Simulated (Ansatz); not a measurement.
# AlCl₂, SMILES [Cl][Al][Cl]: a ladder of basis sets

With the Ansatz DFT code, driven from Python.

Typed at the interpreter:
```pycon
>>> import ansatz as az
>>> from ase import Atoms
>>> FUNCTIONAL = "hf"
>>> atoms = Atoms(["Cl", "Al", "Cl"], positions=[
...     [1.4706, 0.9323, 0.8975],
...     [-0.4635, 0.5418, -0.1919],
...     [-1.018, -1.5389, -0.7188],
... ])
>>> alcl2 = az.Crystal.molecule_from_ase(atoms)
>>> setup = (
...     alcl2.calculation()
...     .functional(FUNCTIONAL)
...     .spin("collinear", total=1)
... )
>>> energies = {}
>>> for basis in ["cc-pVDZ", "cc-pVTZ", "cc-pVQZ"]:
...     report = setup.basis(gaussian=basis).run(threads=1, pin="off").report
...     size = report["n_frozen"] + report["n_occupied"][0] + report["n_virtual"][0]
...     energies[basis] = (report["reference_energy_ev"] / 27.211386246, report["free_energy_ev"] / 27.211386246)
...     print(f"{basis:14s} {size:4d} orbitals  reference {energies[basis][0]:14.6f} Ha  total {energies[basis][1]:14.6f} Ha")
...
cc-pVDZ          54 orbitals  reference   -1161.039260 Ha  total   -1161.039260 Ha
cc-pVTZ         102 orbitals  reference   -1161.082774 Ha  total   -1161.082774 Ha
cc-pVQZ         177 orbitals  reference   -1161.092689 Ha  total   -1161.092689 Ha
>>> last = energies["cc-pVQZ"][1]
>>> for basis, (_, total) in energies.items():
...     print(f"{basis:14s} lies {27.211386 * (total - last):9.4f} eV above cc-pVQZ")
...
cc-pVDZ        lies    1.4539 eV above cc-pVQZ
cc-pVTZ        lies    0.2698 eV above cc-pVQZ
cc-pVQZ        lies    0.0000 eV above cc-pVQZ
```

Against cc-pVDZ: cc-pVTZ -43.5 mHa and cc-pVQZ -53.4 mHa. The last step alone is -9.92 mHa. From the first set to the last the time grows from 1.2 to 9.8 s.

Caveats:
- The drop along the ladder measures the basis error, and is no property of the molecule.
- The geometry is a force-field or estimated start, not a minimum of this method, and the last set is no limit. Much of the fall in a total is atomic energy, which cancels in bond and reaction energies.
- The species is open-shell (spin multiplicity 2).
- For Al to Cl the sets with a tight d function, cc-pV(X+d)Z, are usual.
- Timing: 14 s on 1 thread of Arm Neoverse N1 (shared host), peak memory 0.49 GiB.
